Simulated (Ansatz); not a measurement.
```yaml
crystal:
  periodic: [false, false, false]
  atoms:
    - {symbol: F, position_ang: [-1.299983, 0.769579, 0.867503]}
    - {symbol: C, position_ang: [-0.104427, 0.709184, 0.185194]}
    - {symbol: C, position_ang: [0.229237, -0.703495, -0.183532]}
    - {symbol: F, position_ang: [-0.606933, -1.162312, -1.177940]}
    - {symbol: H, position_ang: [-0.190992, 1.329576, -0.711754]}
    - {symbol: H, position_ang: [0.682525, 1.112119, 0.832050]}
    - {symbol: H, position_ang: [1.260151, -0.749950, -0.551135]}
    - {symbol: H, position_ang: [0.122423, -1.361801, 0.683716]}
basis:
  gaussian: {orbitals: x2c-TZVPPall, fitting: {mean_field: def2-universal-jkfit}}
magnetization: {spin_polarized: true, initial_magnetization: 0}
hamiltonian: {xc: {name: B3LYP}, dispersion: d4}
output: {forces: true}
```

```sh
$ ansatz run in.yaml --threads 4 --pin off --events-out ev --progress --plain --max-ram 10444MiB
```

Shortened log:

```
Functional definition: B3LYP
376 factors; integrals over basis functions are off by at most 1.7e0 eV
mean field evaluation 1: about -7578.1724 eV, gradient 3.0e1 eV
mean field evaluation 2: about -7577.6949 eV, gradient 3.3e1 eV
mean field evaluation 4: about -7581.7752 eV, gradient 1.8e0 eV
mean field evaluation 8: about -7581.7869 eV, gradient 5.9e-3 eV
mean field -7581.78688653 eV, -278.6255289604 hartree, gradient 5.2e-5 eV, S^2 0.000000; 0 other end points of the search recorded, 0 dependent functions left out
reference -7581.78709689 eV, -278.6255366910 hartree; 17, 17 occupied and 163, 163 virtual orbitals, 376 factors
Total energy: -7581.93136222 eV, -278.6308383439 hartree
Relativity: scalar
Atom 0 at    -1.299983     0.769579     0.867503 Å, force    -0.363792     0.028454     0.206950 eV/Å
Atom 1 at    -0.104427     0.709184     0.185194 Å, force     0.366874     0.181519    -0.183595 eV/Å
Atom 2 at     0.229237    -0.703495    -0.183532 Å, force     0.338023    -0.043250     0.291913 eV/Å
Atom 3 at    -0.606933    -1.162312    -1.177940 Å, force    -0.250937    -0.149007    -0.301395 eV/Å
Atom 4 at    -0.190992     1.329576    -0.711754 Å, force     0.005850    -0.027606     0.061697 eV/Å
Atom 5 at     0.682525     1.112119     0.832050 Å, force    -0.050093    -0.010361    -0.036804 eV/Å
Atom 6 at     1.260151    -0.749950    -0.551135 Å, force    -0.058723    -0.010983     0.020076 eV/Å
Atom 7 at     0.122423    -1.361801     0.683716 Å, force     0.012800     0.031233    -0.058842 eV/Å
Dipole moment:     0.528292     0.103598     0.081152 e Å
```

It took 1.4 s on 4 threads of an Arm Neoverse V2 on a shared host, with 0.34 GiB of host memory at the peak.
